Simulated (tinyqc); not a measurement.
RKS/exchange-only LDA in the sto-6g basis, for H2F+, spin multiplicity 1, step by step. One step of it, computed by the program tinyqc.

Problem. Iteration 2: diagonalisation and new density. Diagonalise F' = X^T F X, C = X C', fill 5 alpha and 5 beta electrons from the bottom; D = 2 C_occ C_occ^T. Each column has its largest component positive (the first on a tie).

extrapolated F (hartree), order 1F 1s, 1F 2s, 1F 2px, 1F 2py, 1F 2pz, 2H 1s, 3H 1s:
```
[[-24.372224, -6.012180, 0.000000, 0.000000, -0.005781, -0.720353, -0.720353],
 [-6.012180, -2.699562, 0.000000, 0.000000, -0.074609, -0.639142, -0.639142],
 [0.000000, 0.000000, -0.482155, 0.000000, 0.000000, 0.000000, 0.000000],
 [0.000000, 0.000000, 0.000000, -0.573027, 0.000000, -0.276898, 0.276898],
 [-0.005781, -0.074609, 0.000000, 0.000000, -0.534859, -0.183351, -0.183351],
 [-0.720353, -0.639142, 0.000000, -0.276898, -0.183351, -0.538625, -0.164630],
 [-0.720353, -0.639142, 0.000000, 0.276898, -0.183351, -0.164630, -0.538625]]
```

X, order 1F 1s, 1F 2s, 1F 2px, 1F 2py, 1F 2pz, 2H 1s, 3H 1s:
```
[[-0.423785, 0.000000, 0.683012, 0.000000, -0.599447, 0.000000, 0.236683],
 [0.957207, 0.000000, -0.206319, 0.000000, -0.255346, 0.000000, 0.496059],
 [0.000000, 0.000000, 0.000000, 1.000000, 0.000000, 0.000000, 0.000000],
 [0.000000, 0.804294, 0.000000, 0.000000, 0.000000, 0.688156, 0.000000],
 [0.325756, 0.000000, 0.692212, 0.000000, 0.649747, 0.000000, 0.176714],
 [-0.557657, -0.688036, -0.234416, 0.000000, 0.198399, 0.402217, 0.387418],
 [-0.557657, 0.688036, -0.234416, 0.000000, 0.198399, -0.402217, 0.387418]]
```

Give: F' = X^T F X; orbital energies; coefficients C; D after iteration 2.

Solution.

F' = X^T F X (hartree):
```
[[-1.6950, 0.0000, 3.4978, 0.0000, -3.4036, 0.0000, 1.6091],
 [0.0000, -0.1119, 0.0000, 0.0000, 0.0000, -0.0271, 0.0000],
 [3.4978, 0.0000, -9.6513, 0.0000, 9.5730, 0.0000, -5.5029],
 [0.0000, 0.0000, 0.0000, -0.4822, 0.0000, 0.0000, 0.0000],
 [-3.4036, 0.0000, 9.5730, 0.0000, -10.6486, 0.0000, 5.9229],
 [0.0000, -0.0271, 0.0000, 0.0000, 0.0000, -0.6989, 0.0000],
 [1.6091, 0.0000, -5.5029, 0.0000, 5.9229, 0.0000, -4.4885]]
```

orbital energies (hartree): [-24.3781, -1.3094, -0.7002, -0.5750, -0.4822, -0.2209, -0.1106]

coefficients C, order 1F 1s, 1F 2s, 1F 2px, 1F 2py, 1F 2pz, 2H 1s, 3H 1s:
```
[[0.9959, -0.2418, 0.0000, 0.0647, 0.0000, 0.0832, 0.0000],
 [0.0177, 0.9544, 0.0000, -0.3277, 0.0000, -0.5014, 0.0000],
 [0.0000, 0.0000, 0.0000, 0.0000, 1.0000, 0.0000, 0.0000],
 [0.0000, 0.0000, 0.7244, 0.0000, 0.0000, 0.0000, 0.7718],
 [0.0011, 0.0927, 0.0000, 0.8475, 0.0000, -0.5583, 0.0000],
 [-0.0030, 0.0940, 0.3701, 0.2701, 0.0000, 0.6882, -0.7058],
 [-0.0030, 0.0940, -0.3701, 0.2701, 0.0000, 0.6882, 0.7058]]
```

D after iteration 2, order 1F 1s, 1F 2s, 1F 2px, 1F 2py, 1F 2pz, 2H 1s, 3H 1s:
```
[[2.1091, -0.4688, 0.0000, 0.0000, 0.0671, -0.0165, -0.0165],
 [-0.4688, 2.0373, 0.0000, 0.0000, -0.3784, 0.0023, 0.0023],
 [0.0000, 0.0000, 2.0000, 0.0000, 0.0000, 0.0000, 0.0000],
 [0.0000, 0.0000, 0.0000, 1.0496, 0.0000, 0.5363, -0.5363],
 [0.0671, -0.3784, 0.0000, 0.0000, 1.4539, 0.4753, 0.4753],
 [-0.0165, 0.0023, 0.0000, 0.5363, 0.4753, 0.4376, -0.1103],
 [-0.0165, 0.0023, 0.0000, -0.5363, 0.4753, -0.1103, 0.4376]]
```
